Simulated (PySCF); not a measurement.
Propene, C₃H₆, SMILES C=CC at its B3LYP/def2-SVP optimised geometry (Å):

```
9

C      0.2321     1.4623    -0.0003
C     -0.3493     0.0793     0.0000
C      0.3504    -1.0590     0.0000
H     -0.1015     2.0342    -0.8842
H     -0.1017     2.0347     0.8833
H      1.3331     1.4432    -0.0002
H     -1.4460     0.0204     0.0000
H      1.4460    -1.0590     0.0000
H     -0.1436    -2.0347     0.0001
```

Level of theory: B3LYP/def2-TZVP (PySCF). Cells within 0.4 Å of a nucleus heavier than hydrogen are left out (blank, or x).

Map of the Laplacian of the electron density (e/bohr⁵), clipped to [-1.50, 1.50] on the plane z = 0.0 Å:

```
|77777777777777777777777777777|
|77777777777777777777777777777|
|77777777777777777777777777777|
|77777777777777777777777777777|
|77777777777777777777777777777|
|77777777777777777777777777777|
|77777777777777777777777777777|
|77777777777778888777777777777|
|77777777777777687777777777777|
|77777777777787xx5407777777777|
|77777777777787xx4407777777777|
|77777777777786257777777777777|
|77777777777874478777777777777|
|777777777755xx788777777777777|
|777777777002xxx88777777777777|
|77777777776679168877777777777|
|77777777777886177777777777777|
|77777777777788xxx201777777777|
|777777777777878xx436777777777|
|77777777777776237777777777777|
|77777777777770068777777777777|
|77777777777776577777777777777|
|77777777777777777777777777777|
|77777777777777777777777777777|
|77777777777777777777777777777|
|77777777777777777777777777777|
|77777777777777777777777777777|
|77777777777777777777777777777|
|77777777777777777777777777777|
```
Scale: ten equal steps from -1.50 (start of '0') to 0.558 (end of '9'), in the order '0123456789'; x runs from -4.50 to 4.50, y from -4.50 (bottom) to 4.50 (top).
